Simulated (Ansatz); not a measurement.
BH3OSi (`B1O[SiH2]1`). Total charge 0; spin multiplicity 1.

Z-matrix (Å, degrees):
```
Si
O 1 1.753
B 1 1.899 2 42.8
H 1 1.482 2 111.3 3 -118.0
H 1 1.482 2 111.3 3 118.0
H 3 1.189 1 165.7 2 -180.0
```

List the harmonic frequencies (cm⁻¹, unscaled) at PBE0-D4/def2-TZVP in Ansatz. (An estimate is asked.)

Computed: 497, 559, 640, 656, 755, 774, 957, 998, 1340, 2240, 2255, 2692.

Is this a minimum?

Yes, all 12 modes are real.

Give the ideal-gas thermochemistry at 298.15 K and 1 bar (rigid rotor, harmonic oscillator; point group Cs, symmetry number 1).

Zero-point energy 85.9 kJ/mol; H(298) − E = 98.3 kJ/mol; entropy 264.3 J/(mol·K), of which translation 159.5, rotation 93.7, vibration 11.1; G(298) − E = 19.5 kJ/mol.

And at 400, 500, 600, 800 and 1000 K?


| T (K) | H − E (kJ/mol) | S (J/mol/K) | G − E (kJ/mol) |
| --- | --- | --- | --- |
| 400 | 105.2 | 284.1 | -8.4 |
| 500 | 113.1 | 301.7 | -37.7 |
| 600 | 121.9 | 317.7 | -68.7 |
| 800 | 141.4 | 345.6 | -135.1 |
| 1000 | 162.7 | 369.3 | -206.7 |

Rotational constants (cm⁻¹)?

1.009, 0.3311, 0.2735.
